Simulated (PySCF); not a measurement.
**Spin states of NaSi**

Unrestricted PBE0; Na def2-SVPD, Si def2-SVPD; no relativity (PySCF 2.14). Outer shells of the fragments: Na 3s1; Si 3s2 3p2.

Followed along the bond (rough minima from three points):

```json
{"2Ms+1": "4", "unpaired": "σ ↑, π ↑↑", "⟨S²⟩ at the start": "3.75", "R at minimum (Å)": "2.71", "Te (eV)": "0.00"}
{"2Ms+1": "2", "unpaired": "σ ↓, π ↑↑", "⟨S²⟩ at the start": "1.77", "R at minimum (Å)": "2.76", "Te (eV)": "0.48"}
{"2Ms+1": "2", "unpaired": "σ ↑, π ↑↓", "⟨S²⟩ at the start": "1.77", "R at minimum (Å)": "2.73", "Te (eV)": "0.50"}
{"2Ms+1": "2", "unpaired": "π ↑", "⟨S²⟩ at the start": "0.76", "R at minimum (Å)": "2.88", "Te (eV)": "0.51"}
{"2Ms+1": "2", "unpaired": "σ ↑", "⟨S²⟩ at the start": "0.75", "R at minimum (Å)": "2.73", "Te (eV)": "1.39"}
```

Solutions found at the starting distance of 2.690 Å, counted from the lowest of them; the search is not exhaustive and high or unbound solutions are not listed, so other states can lie among these:

```
2Ms+1   unpaired   term  E (eV)  ⟨S²⟩  ⟨Lz²⟩  μ (D)
    4  σ ↑, π ↑↑    ⁴Σ⁻    0.00  3.75   0.00  -7.06
    2  σ ↓, π ↑↑  mixed    0.48  1.77   0.00  -6.58
    2  σ ↑, π ↑↓  mixed    0.50  1.77   2.03  -6.80
    2        π ↑     ²Π    0.56  0.76   1.01  -5.27
    2        σ ↑  mixed    1.39  0.75   2.00  -6.40
    4  σ ↑↑, π ↑     ⁴Π    2.02  3.75   1.01   4.24
    2        π ↑     ²Π    2.08  0.76   1.03  -6.99
    4  σ ↑, π ↑↑  mixed    3.39  3.75   2.01   1.87
    4      π ↑↑↑     ⁴Π    3.91  3.76   1.00   1.74
```

A term symbol is given only where ⟨S²⟩ and ⟨Lz²⟩ are close to those of a pure state; real π, δ and φ orbitals otherwise mix terms. A positive dipole means Na(−)Si(+).

Counting both spins, an empty level lies below a filled one in some of these solutions, because spin and occupation are held.
